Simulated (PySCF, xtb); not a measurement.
Acid–base and redox partners of C=C=C. All species are isolated molecules in the gas phase. Strings in code marks are SMILES.

Quantity: proton affinity at 298 K, in kcal/mol. Enthalpy corrections at 298 K come from GFN2-xTB frequencies (xtb).

Level 1: B3LYP/3-21G // B3LYP-D3(BJ)/def2-TZVP (PySCF)
Level 2: PBE/6-31G* // B3LYP-D3(BJ)/def2-TZVP (PySCF)
Level 3: HF/3-21G // B3LYP-D3(BJ)/def2-TZVP (PySCF)
Level 4: HF/6-31G* // B3LYP-D3(BJ)/def2-TZVP (PySCF)

| species | level 2 | level 3 | level 4 |
|---|---|---|---|
| proton added at C1: `C=[C+]C` (not the most basic site) | 182.3 | 183.4 | 187.3 |
| proton added at C2: `C=C[CH2+]` | 188.0 | 197.3 | 203.5 |

What does level 1 give for each?


- proton added at C1: `C=[C+]C` (not the most basic site): 180.0
- proton added at C2: `C=C[CH2+]`: 189.0
